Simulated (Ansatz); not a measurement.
# C₅H₉F: one species, many methods

An exercise on one series of results from a longer session: the logs are not shown, and one member is left open.

The runs use Ansatz 0.2.0, Gaussian basis; functionals in def2-TZVPP, the program's frozen cores in correlated methods.

Plan: LDA (SPW92), PBE-D4, revPBE-D4, BLYP-D4, r2SCAN-D4, B97M-V, PBE0-D4, B3LYP-D4, r2SCANh-D4, r2SCAN0-D4, HSE06-D4, BHLYP-D4, CAM-B3LYP-D4, LC-ωPBE, ωB97X-V, ωB97M-V, B2PLYP, PBE-QIDH; CCSD(T)/def2-SVP; CCSD(T)/def2-TZVPP; MP2/def2-QZVPP; extrapolation to the limit; RPA on PBE.

### The geometry

The geometry comes from an earlier relaxation with PBE0-D4 in a triple-zeta def2 set; it is a stationary point, not always the lowest conformer.

SMILES `FC1CCCC1`, 15 atoms, charge 0, spin multiplicity 1.

Atoms are counted from 1 here; the program's logs count them from 0.

Bond lengths: F1–C2 1.398 Å, C2–C3 1.527 Å, C2–C6 1.515 Å, C2–H7 1.093 Å, C3–C4 1.543 Å, C3–H8 1.091 Å, C3–H9 1.092 Å, C4–C5 1.531 Å, C4–H10 1.094 Å, C4–H11 1.091 Å, C5–C6 1.525 Å, C5–H12 1.091 Å, C5–H13 1.093 Å, C6–H14 1.091 Å, C6–H15 1.096 Å. Angles: F1–C2–C3 109.0°, F1–C2–C6 108.5°, F1–C2–H7 106.2°, C3–C2–C6 105.2°, C3–C2–H7 113.7°, C6–C2–H7 114.1°, C2–C3–C4 106.2°, C2–C3–H8 108.7°, C2–C3–H9 110.5°, C4–C3–H8 112.8°, C4–C3–H9 111.6°, H8–C3–H9 107.1°, C3–C4–C5 105.2°, C3–C4–H10 110.0°, C3–C4–H11 112.5°, C5–C4–H10 109.8°, C5–C4–H11 112.5°, H10–C4–H11 106.9° and more.

Coordinates:

```xyz
15
charge 0, multiplicity 1
F    -1.9821    0.2632    0.8361
C    -1.2210    0.0366   -0.3139
C    -0.3831   -1.2241   -0.1156
C     1.0258   -0.7442    0.2899
C     0.8882    0.7642    0.5152
C    -0.2180    1.1632   -0.4552
H    -1.9320   -0.0332   -1.1408
H    -0.8565   -1.8415    0.6497
H    -0.3585   -1.8149   -1.0337
H     1.7331   -0.9336   -0.5223
H     1.4074   -1.2648    1.1696
H     1.8215    1.3061    0.3520
H     0.5624    0.9683    1.5388
H    -0.6707    2.1360   -0.2572
H     0.1615    1.1680   -1.4833
```

Set-up of the first run:

File in.yaml:

```yaml
crystal:
  periodic: [false, false, false]
  atoms:
    - {symbol: F, position_ang: [-1.982121, 0.263202, 0.836131]}
    - {symbol: C, position_ang: [-1.220970, 0.036610, -0.313946]}
    - {symbol: C, position_ang: [-0.383120, -1.224121, -0.115576]}
    - {symbol: C, position_ang: [1.025845, -0.744186, 0.289910]}
    - {symbol: C, position_ang: [0.888213, 0.764184, 0.515213]}
    - {symbol: C, position_ang: [-0.217968, 1.163169, -0.455248]}
    - {symbol: H, position_ang: [-1.932017, -0.033209, -1.140790]}
    - {symbol: H, position_ang: [-0.856494, -1.841524, 0.649671]}
    - {symbol: H, position_ang: [-0.358531, -1.814927, -1.033693]}
    - {symbol: H, position_ang: [1.733146, -0.933591, -0.522319]}
    - {symbol: H, position_ang: [1.407382, -1.264785, 1.169592]}
    - {symbol: H, position_ang: [1.821496, 1.306058, 0.351992]}
    - {symbol: H, position_ang: [0.562372, 0.968292, 1.538790]}
    - {symbol: H, position_ang: [-0.670743, 2.136027, -0.257155]}
    - {symbol: H, position_ang: [0.161509, 1.168001, -1.483272]}
basis:
  gaussian: {orbitals: def2-TZVPP}
hamiltonian: {xc: lda}
output: {orbitals: {seedname: orbitals}}
```

Command:

```console
$ ansatz run in.yaml --threads 4 --pin off --events-out ev --progress --plain --max-ram 11315MiB
```

Steps of the session up to this table: LDA; PBE-D4 (GGA); revPBE-D4 (GGA); BLYP-D4 (GGA); r2SCAN-D4 (meta-GGA); B97M-V (meta-GGA); PBE0-D4 (hybrid); B3LYP-D4 (hybrid); r2SCANh-D4 (hybrid); r2SCAN0-D4 (hybrid); HSE06-D4 (hybrid); BHLYP-D4 (hybrid); CAM-B3LYP-D4 (range-separated); LC-ωPBE (range-separated); ωB97X-V (range-separated); ωB97M-V (range-separated); B2PLYP (double hybrid); PBE-QIDH (double hybrid).

One table of the session follows, with a row left open; its other results are not shown here.

It belongs to the step «Orbital energies across the functionals». 

```
  functional  HOMO (eV)  LUMO (eV)  gap (eV)
 LDA (SPW92)      -7.37       0.13      7.51
      PBE-D4      -7.27       0.28      7.55
   revPBE-D4      -7.22       0.35      7.56
     BLYP-D4      -7.21       0.26      7.47
   r2SCAN-D4      -7.60       1.01      8.61
      B97M-V      -7.78       0.42      8.20
     PBE0-D4      -8.83       1.09      9.92
    B3LYP-D4      -8.63       0.74      9.38
  r2SCANh-D4      -8.19       1.25      9.44
  r2SCAN0-D4      -9.05       1.59     10.63
    HSE06-D4      -8.43       0.72      9.14
    BHLYP-D4          ?          ?         ?
CAM-B3LYP-D4     -10.30       1.85     12.15
     LC-ωPBE     -11.61       3.16     14.77
     ωB97X-V     -11.30       2.95     14.24
     ωB97M-V     -11.19       2.52     13.71
```

Q: Estimate the row for BHLYP-D4 from the others.

Worked estimate for «HOMO (eV)». Against the share of exact exchange, BLYP-D4 (0, -7.21), B3LYP-D4 (0.2, -8.63) give a slope of -7.10 per unit share; at 0.5 the line stands at -10.76.

The run gave: HOMO (eV): -10.31; LUMO (eV): 1.68; gap (eV): 12.00. In «HOMO (eV)» the line misses by -0.45.
